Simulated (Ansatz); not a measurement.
C5H8O, SMILES `C1=COCCC1`, 14 atoms. Total charge 0; spin multiplicity 1. All runs use 4 threads of an Arm Neoverse V2 on a shared host. Correlated methods freeze the cores.

(1) Give the basis size and wall time and peak host memory of each of these runs in Ansatz. RKS B3LYP-D4/def2-TZVPP energy and forces; RKS r2SCAN0-D4/def2-TZVPP energy; RHF-CCSD(T)/def2-TZVPP energy; RKS PBE0-D4/def2-SVP energy; RKS PBE0-D4/def2-QZVPP energy; RKS ωB97M-V/def2-QZVPP energy; RKS BLYP-D4/def2-TZVPP energy; RKS PBE0-D4/def2-TZVP relaxation (7 steps); RKS PBE0-D4/def2-TZVP frequencies; direct RPA on PBE orbitals/def2-TZVPP energy; RKS B97M-V/def2-TZVPP energy; RHF-MP2/def2-QZVPP energy. (An estimate is asked.)

Answers

(1) Ansatz gave: Other jobs shared the machine, so times are rough.

```
                                level                   job  functions  wall time  peak host memory (GiB)
                 RKS PBE0-D4/def2-SVP                energy        124      1.1 s                    0.54
               RKS BLYP-D4/def2-TZVPP                energy        298      2.4 s                    0.42
              RKS B3LYP-D4/def2-TZVPP     energy and forces        298      5.5 s                    0.99
            RKS r2SCAN0-D4/def2-TZVPP                energy        298      5.5 s                    0.81
direct RPA on PBE orbitals/def2-TZVPP                energy        298      6.5 s                    0.96
               RKS PBE0-D4/def2-QZVPP                energy        582      8.5 s                     2.3
                RKS B97M-V/def2-TZVPP                energy        298       10 s                    0.51
               RKS ωB97M-V/def2-QZVPP                energy        582       20 s                     2.7
                RKS PBE0-D4/def2-TZVP  relaxation (7 steps)        234       29 s                    0.68
                   RHF-MP2/def2-QZVPP                energy        582       33 s                     5.4
                RKS PBE0-D4/def2-TZVP           frequencies        234    3.4 min                     0.7
               RHF-CCSD(T)/def2-TZVPP                energy        298     14 min                     4.2
```

B3LYP here is the variant with VWN-RPA as its local correlation; programs differ in this.
